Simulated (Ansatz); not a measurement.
We consider BiCuSeO (P4/nmm, No. 129; cell taken from a computed entry), described by r²SCAN+SOC (Ansatz, a program for electronic structure, PAW).

Numerical settings: plane-wave cutoff 560 eV, 10×10×4 k mesh (along the axes of the cell as run), Fermi–Dirac smearing 0.01 eV, PAW data made under PBE.

Cell (relaxed with PBEsol):

Space group P4/nmm, origin choice 1 (No. 129); a = b = 3.8951 Å, c = 8.8952 Å, α = β = γ = 90.00°

| atom | site | symmetry | x | y | z |
|---|---|---|---|---|---|
| Cu | 2b | -4m2 | 0.5000 | 0.5000 | 0.5000 |
| Bi | 2c | 4mm | 0.5000 | 0.0000 | 0.1419 |
| Se | 2c | 4mm | 0.0000 | 0.5000 | 0.3271 |
| O | 2a | -4m2 | 0.0000 | 0.0000 | 0.0000 |

Estimate the band gap, smallest direct gap on the k points sampled and Γ–Γ gap that the calculation returns.


band gap: 0.31 eV (indirect)
smallest direct gap on the k points sampled: 0.36 eV
Γ–Γ gap: 0.77 eV

Note: cell and atoms aren't relaxed at this level (largest force component 0.14 eV/Å, pressure 2.6 GPa).

The computed numbers hold no vibrational or temperature effects.

Computing time: roughly 50 core-minutes.
